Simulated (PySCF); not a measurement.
**SVWN5/STO-6G run of BH3F− (SMILES [BH3-]F)**

Aim: the energy change on altering one bond length of BH3F− at SVWN5/STO-6G, from 2 runs. The job is set up through a Python script.

The calculation is run with PySCF 2.14.0.

11 further runs of the same task are left out: 3 that didn't finish, 8 set aside as unsound or not needed.

**1. Starting point**

BH3F−: 5 atoms, total charge -1, spin state singlet. SMILES: `[BH3-]F`. Geometry: relaxed at GFN2-xTB.

Bond lengths: B1–F2 1.447 Å, B1–H3 1.227 Å, B1–H4 1.228 Å, B1–H5 1.228 Å. Angles: F2–B1–H3 108.4°, F2–B1–H4 108.4°, F2–B1–H5 108.4°, H3–B1–H4 110.7°, H3–B1–H5 110.5°, H4–B1–H5 110.5°.

**2. A single-point energy at SVWN5/STO-6G**

Contents of input.py:

```python
from pyscf import gto, dft

system = gto.Mole()
system.atom = [
    ('B', (-0.035750, 0.029280, -0.033890)),
    ('F', (0.855550, -0.717910, 0.826970)),
    ('H', (-1.067340, 0.264210, 0.588100)),
    ('H', (-0.274560, -0.651290, -1.027540)),
    ('H', (0.522090, 1.075700, -0.353640)),
]
system.max_memory = 1860
system.verbose = 4
system.charge = -1
system.basis = 'sto-6g'
system.build()

mf = dft.RKS(system, xc='svwn')
mf.grids.level = 5
mf.conv_tol = 1e-10
mf.kernel()
if not mf.converged:
    mf = mf.newton().run(mf.mo_coeff, mf.mo_occ)

etot = mf.e_tot
print('E = %.10f Eh' % etot)
```

Started as:

```console
$ OMP_NUM_THREADS=1 python input.py
```

The program printed:

```text
PySCF version 2.14.0

[INPUT] num. atoms = 5
[INPUT] num. electrons = 18
[INPUT] charge = -1
[INPUT] spin (= nelec alpha-beta = 2S) = 0
[INPUT] symmetry False subgroup None
[INPUT] Mole.unit = angstrom
[INPUT] Symbol           X                Y                Z      unit          X                Y                Z       unit  Magmom
[INPUT]  1 B     -0.035750000000   0.029280000000  -0.033890000000 AA   -0.067557708953   0.055331180927  -0.064042818362 Bohr   0.0
[INPUT]  2 F      0.855550000000  -0.717910000000   0.826970000000 AA    1.616755185872  -1.356653282087   1.562746813232 Bohr   0.0
[INPUT]  3 H     -1.067340000000   0.264210000000   0.588100000000 AA   -2.016980281793   0.499284539371   1.111347933857 Bohr   0.0
[INPUT]  4 H     -0.274560000000  -0.651290000000  -1.027540000000 AA   -0.518843204761  -1.230759727668  -1.941769182036 Bohr   0.0
[INPUT]  5 H      0.522090000000   1.075700000000  -0.353640000000 AA    0.986607112374   2.032778392195  -0.668282746691 Bohr   0.0

nuclear repulsion = 30.2846235625403
number of shells = 9
number of NR pGTOs = 78
number of NR cGTOs = 13
basis = sto-6g
ecp = {}

******** <class 'pyscf.dft.rks.RKS'> ********
method = RKS
initial guess = minao
damping factor = 0
level_shift factor = 0
DIIS = <class 'pyscf.scf.diis.CDIIS'>
diis_start_cycle = 1
diis_space = 8
diis_damp = 0
SCF conv_tol = 1e-10
SCF conv_tol_grad = None
SCF max_cycles = 50
direct_scf = True
direct_scf_tol = 1e-13
XC library pyscf.dft.libxc version 7.0.0
    S. Lehtola, C. Steigemann, M. J.T. Oliveira, and M. A.L. Marques.,  SoftwareX 7, 1–5 (2018)
XC functionals = svwn
    P. A. M. Dirac.,  Math. Proc. Cambridge Philos. Soc. 26, 376 (1930)
    F. Bloch.,  Z. Phys. 57, 545 (1929)
    S. H. Vosko, L. Wilk, and M. Nusair.,  Can. J. Phys. 58, 1200 (1980)
radial grids:
    Treutler-Ahlrichs [JCP 102, 346 (1995); DOI:10.1063/1.469408] (M4) radial grids

becke partition: Becke, JCP 88, 2547 (1988); DOI:10.1063/1.454033
pruning grids: <function nwchem_prune>
grids dens level: 5
symmetrized grids: False
atomic radii adjust function: <function treutler_atomic_radii_adjust>
small_rho_cutoff = 0
Set gradient conv threshold to 1e-05
Initial guess from minao.
tot grids = 157656
init E= -124.7836017963
  HOMO = -0.286980093917255  LUMO = 0.18943736286214  gap/eV = 12.96398
cycle= 1 E= -124.80934626844  delta_E= -0.0257  |g|= 0.288  |ddm|=  2.3
  HOMO = 0.364859642760636  LUMO = 0.723232042699898  gap/eV = 9.75181
cycle= 2 E= -124.801144392554  delta_E= 0.0082  |g|= 0.357  |ddm|= 1.11
  HOMO = 0.255207470026341  LUMO = 0.688629422621539  gap/eV = 11.79401
cycle= 3 E= -124.845509691807  delta_E= -0.0444  |g|= 0.0395  |ddm|= 0.571
  HOMO = 0.253640478983716  LUMO = 0.678991947455022  gap/eV = 11.57440
cycle= 4 E= -124.846037973264  delta_E= -0.000528  |g|= 0.00701  |ddm|= 0.0632
  HOMO = 0.253098059622673  LUMO = 0.679294546970188  gap/eV = 11.59740
cycle= 5 E= -124.846054120763  delta_E= -1.61e-05  |g|= 0.000235  |ddm|= 0.00885
  HOMO = 0.253005017038316  LUMO = 0.679269985460565  gap/eV = 11.59926
cycle= 6 E= -124.846054145057  delta_E= -2.43e-08  |g|= 6.21e-06  |ddm|= 0.000444
  HOMO = 0.25300405590275  LUMO = 0.679269344248154  gap/eV = 11.59927
cycle= 7 E= -124.846054145076  delta_E= -1.9e-11  |g|= 8.71e-07  |ddm|= 1.28e-05
  HOMO = 0.253004181447757  LUMO = 0.679269263853869  gap/eV = 11.59926
Extra cycle  E= -124.846054145076  delta_E= -1.99e-13  |g|= 5.64e-07  |ddm|= 2.82e-06
converged SCF energy = -124.846054145076
E = -124.8460541451 Eh
```

Wall time 1.9 s (1 thread of Arm Neoverse V1, shared host); peak memory 0.13 GiB.

**3. The distorted shape, same level**

Contents of calc.py:

```python
from pyscf import gto, dft

mol = gto.M(
    atom=[
    ('B', (-0.147312, -0.179993, 0.030057)),
    ('F', (0.743988, -0.927183, 0.890917)),
    ('H', (-1.178902, 0.054937, 0.652047)),
    ('H', (-0.386122, -0.860563, -0.963593)),
    ('H', (0.522090, 1.075700, -0.353640)),
],
    spin=0,
    basis='sto-6g',
    max_memory=1860,
    verbose=3,
    charge=-1,
)

mf = dft.RKS(mol, xc='svwn')
mf.conv_tol = 1e-10
mf.grids.level = 5
mf.kernel()
if not mf.converged:
    mf = mf.newton().run(mf.mo_coeff, mf.mo_occ)

energy = mf.e_tot
print('Final energy', energy)
```

Started as:

```console
$ OMP_NUM_THREADS=1 python calc.py
```

The program printed:

```text
converged SCF energy = -124.824763130974
Final energy -124.82476313097436
```

Wall time 2 s (1 thread of Arm Neoverse V1, shared host); peak memory 0.13 GiB.

**4. Results**

At SVWN5/STO-6G:

| quantity | value |
| --- | --- |
| first shape: total energy | -124.84605 Eh |
| first shape: HOMO energy | 6.88 eV |
| first shape: LUMO energy | 18.48 eV |
| first shape: HOMO–LUMO gap (to an unbound level, set by the basis) | 11.60 eV |
| distorted shape: total energy | -124.82476 Eh |
| distorted shape: HOMO energy | 6.46 eV |
| distorted shape: LUMO energy | 16.94 eV |
| distorted shape: HOMO–LUMO gap (to an unbound level, set by the basis) | 10.48 eV |
| energy change with the B1–H5 bond stretched from 1.228 to 1.474 Å | 0.579 eV |

In words: With the B1–H5 bond stretched from 1.228 to 1.474 Å the energy rises by 0.58 eV (55.9 kJ/mol). The first shape isn't relaxed at this level, so the change isn't measured from a minimum. The minimal basis adds a large error of its own. The HOMO (first shape) lies at positive energy, 6.88 eV, as semi-local functionals often give for anions; only total energies tell whether the electron is bound. The HOMO (distorted shape) lies at positive energy, 6.46 eV, as semi-local functionals often give for anions; only total energies tell whether the electron is bound.
